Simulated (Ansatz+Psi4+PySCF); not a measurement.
**doublet PH₂: levels of theory in one basis**

```xyz
3

P     0.0027   -0.0218    0.1358
H     0.0118    1.0010   -0.8532
H     0.0169   -1.0229   -0.8409
```

Basis set: cc-pVTZ on H; cc-pV(T+d)Z on P (spherical functions). Left uncorrelated: 5 orbitals. Correlation on ROHF uses semicanonical orbitals with singles. Charge 0, multiplicity 2.

Computed with Ansatz (development build ahead of 0.2.0) and Psi4 1.11; each method stands on the lowest determinant of its kind that the runs found.

```json
{"method": "ROHF", "E − E(ROHF) (eV)": "0.00", "<S²> of the determinant": "0.75"}
{"method": "UHF", "E − E(ROHF) (eV)": "-0.15", "<S²> of the determinant": "0.77"}
{"method": "ROHF-MP2", "E − E(ROHF) (eV)": "-3.91", "<S²> of the determinant": "–"}
{"method": "UHF-MP2", "E − E(ROHF) (eV)": "-3.88", "<S²> of the determinant": "0.77"}
```
